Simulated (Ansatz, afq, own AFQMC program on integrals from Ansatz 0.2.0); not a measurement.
NO⁺, quintet in 6-31G, levels against full CI

```xyz
2

N     0.0000    0.0000    0.0000
O     0.0000    0.0000    1.4028
```

Basis 6-31G. Only valence electrons are correlated. Ansatz 0.2.0 and our own AFQMC program on the same integrals; the CISD trial comes from CCSD amplitudes, and released means the phaseless constraint is let go. Free projection: walkers drawn from exp(T), propagated without any constraint. Its projection time is finite, and what remains of the start isn't in its error. ± is one standard error of the sampling.

Determinant: UHF, the one that the program's search chose, which needn't be the lowest solution. The geometry is a PBE0/def2-TZVP stationary point of this or a neighbouring charge and spin state.

Full CI on the same integrals is exact in this basis and with this determinant's frozen core.

Cautions: another spin lies lower (by 3.33 eV).

The T1 diagnostic is 0.0151, the weight of the determinant in the CISD state is 0.940 and the ⟨S²⟩ of the determinant is 6.038. The size of the correlated space is 10 electrons in 16 orbitals.

Reference: full CI, correlation energy -3.198 eV. The released energy is read at 2.40 1/Eh (meV from the phaseless value at times in 1/Eh: -4 ± 3 at 0.24, -7 ± 3 at 0.51, -7 ± 4 at 0.99, -7 ± 5 at 1.62, -13 ± 5 at 2.40).

```
         level  E − E(reference) (meV)  share of correlation (%)
            HF                  3198.2                      0.00
           MP2                   705.5                     77.94
          CCSD                    82.4                     97.42
       CCSD(T)                    22.8                     99.29
   ph-AFQMC/HF            200.3 ± 29.7                     93.74
 ph-AFQMC/CISD              20.6 ± 3.5                     99.36
released AFQMC               8.1 ± 4.7                     99.75
    free AFQMC               6.8 ± 2.7                     99.79
```

Free projections are given only where their last times agree within the noise and don't stop above the reference; a slow remainder of the start can still hide under it. A walk keeps the symmetry of its determinant, which the program's search chose and which needn't be the lowest solution, so a lower state of the same spin and another symmetry isn't excluded. Released energies are given only where the last usable release times agree within the noise; a slower fall can still hide under it.
